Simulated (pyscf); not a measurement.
Optimised with ωB97X-D3(BJ)/def2-SVP in PySCF. Correlated levels are frozen-core, on RHF or UHF. ΔMP2 is the change of the MP2 total energy from the triple- to the quadruple-zeta basis.

Task: For the elementary gas-phase step HN=SiH–NH₂ + ammonia (NH₃) → H₂N–SiH(NH₂)–NH₂ (singlet surface; H–N broken, H–N, N–Si formed), what barrier and reaction energy does CCSD(T)/def2-TZVPP + ΔMP2(QZVPP) give, measured from the separated reactants?

Result: ΔE‡ = -12.3 kcal/mol, ΔE = -63.5 kcal/mol. Zero-point energy shifts the barrier by +0.8 kcal/mol. It is an addition across a multiple bond or ene-type step, with an imaginary mode of 1109i cm⁻¹. On the reactant side the descent ends in an adduct with a N–Si contact, 21.0 kcal/mol under the separated species and 6.2 kcal/mol under the saddle at ωB97X-D3(BJ)/def2-TZVP. At CCSD(T) the saddle lies under the separated reactants, which points to a path from their complex (located at ωB97X-D3(BJ) alone). What is counted as formed (N–Si) is already present as a longer contact in the reactant adduct; forming that adduct is a step of its own. At ωB97X-D3(BJ)/def2-TZVP the barrier from the zero used here is -14.8 kcal/mol. HN=SiH–NH₂ lies 20.7 kcal/mol over its isomer H₂N–Si:–NH₂ [singlet] (electronic energy, ωB97M-D3(BJ)/def2-TZVP). This is the saddle that the search found; another between the same sides may lie lower. The CCSD(T) − MP2 part came from Ansatz, without density fitting, on the same reference.
